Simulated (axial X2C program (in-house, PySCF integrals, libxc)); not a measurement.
What spin–orbit coupling does to SiP

All values were computed with an in-house relativistic program for diatomic molecules. Spin-free means the one-electron spin-free X2C Hamiltonian; two-component (2c) means X2C with spin–orbit coupling and atomic mean-field two-electron Coulomb and Gaunt terms, so the difference of the two also holds small scalar two-electron terms. Basis: P dyall-v3z [8s7p2d1f], Si dyall-v3z [8s7p2d1f] (cores contracted in-house); Gaussian nuclei, density fitting, unrestricted open shells. Masses: P 30.974 u, Si 27.977 u.

Spin-free state: M_S = 1/2, Λ = 1 (beyond evenly filled blocks: π+α, π+β, π-α); fragments P + Si.

```csv
level,Re (Å),ωe (cm⁻¹),De (eV),μ (D)
PBE0,2.077,633.6,3.553,0.95
CCSD,2.071,655.6,3.087,n/a
PBEsol,2.096,603.7,4.082,0.83
```

Correlated methods: 9 electrons correlated (number of frozen shells: P 2 s, 1 p; Si 2 s, 1 p), 139 virtual spin orbitals or spinors in MP2, 90 natural virtuals in coupled cluster.

Dipoles are positive if Si is the positive end.

(1) Within this multiplet, which Ω should lie lowest by the rule for regular and inverted multiplets?

Two-component determinant lowest at the distance of the search:

Ω = 3/2 (⟨Sz⟩ = 0.50, ⟨Lz⟩ = 1.00 at HF); fragments P + Si.

```csv
level,Re (Å),ωe (cm⁻¹),De (eV),μ (D)
PBE0,2.077,633.6,3.564,0.96
CCSD,2.071,656.3,3.100,n/a
PBEsol,2.097,603.6,4.094,0.83
```

(2) From the two tables, how do the constants change at the CCSD level (2c against spin-free)?

The state is a single determinant with fixed occupations, the lowest that a limited PBE0 search found. De is counted from the lowest determinant-based energies of the atoms at the same level, without counterpoise correction. Density functionals use the spin component along the axis (collinear). CCSD ran in a truncated set of natural virtual spinors with an MP2 remainder; without triples it tends to underbind. The 2c atoms are single determinants rather than J levels; their spin–orbit lowering is only partly caught, and De is too large by that part. This holds for PBE0, CCSD, PBEsol. Other states lie close and PBE0, whose exact exchange favours high spin, may order them wrongly; the determinant shown need not be the ground state. The nearest other spin-free determinant of the search, M_S = 1/2, Λ = 0, lies 0.23 eV up at the distance of the search. The functionals have no current-density term, which raises determinants with orbital currents, atoms included. At some level and bond length an empty orbital lies below a filled one. The determinant is spin-polarised beyond a pure state at some levels (its spin-free form has ⟨S²⟩ too high), which makes Re and μ there less reliable. The T1 diagnostic is large, a sign of multireference character.

Results:

(1) The open π shell holds three electrons, one hole, so the multiplet is inverted: Ω = Λ + 1/2 = 3/2. The PBE0 2c search agrees, though Ω = 1/2 of the search lies only 0.02 eV higher.

(2) At the CCSD level Re is unchanged within 0.001 Å and ωe goes up by 0.7 cm⁻¹; De is not compared, since the atomic limits differ or miss part of their spin–orbit lowering.
